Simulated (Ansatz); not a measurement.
**How methods differ on SiF2 (SMILES F[Si]F)**

The species is SiF2 (3 atoms), meant as a singlet with charge 0. As SMILES, `F[Si]F`. Geometry: relaxed at PBE0-D4/def2-TZVP. The run starts from this shape.

```xyz
3

F     0.1663    1.2468    0.2294
Si   -0.5949   -0.0464   -0.3301
F     0.4286   -1.2004    0.1007
```

Quantity: the adiabatic ionisation energy (to the doublet cation, no zero-point term), in eV. The values are calculated.

```csv
level,kind,program,value (eV),CPU time (all runs)
HF/STO-3G,Hartree–Fock,Ansatz,6.53,2.1 s
HF/3-21G,Hartree–Fock,Ansatz,10.18,2 s
HF/6-31G* (Cartesian functions),Hartree–Fock,Ansatz,9.64,4 s
PBE/def2-SVP,GGA,Ansatz,10.54,9.1 s
BLYP/cc-pVTZ,GGA,Ansatz,10.53,20 s
PBE-D3(BJ)/def2-TZVP,GGA,Ansatz,10.53,21 s
r2SCAN/def2-TZVP,meta-GGA,Ansatz,10.38,43 s
B3LYP/6-31G* (Cartesian functions),global hybrid,Ansatz,10.60,14 s
MP2/6-31G* (Cartesian functions),perturbation theory,Ansatz,10.16,8 s
MP2/aug-cc-pVDZ,perturbation theory,Ansatz,10.67,21 s
```

The values span 6.53 to 10.67 eV. Without the sets that lack polarisation functions the rows with a basis span only 9.64 to 10.67 eV. Times are those of the runs behind each value, whatever else they computed, on shared processors of several kinds: orders of magnitude only.
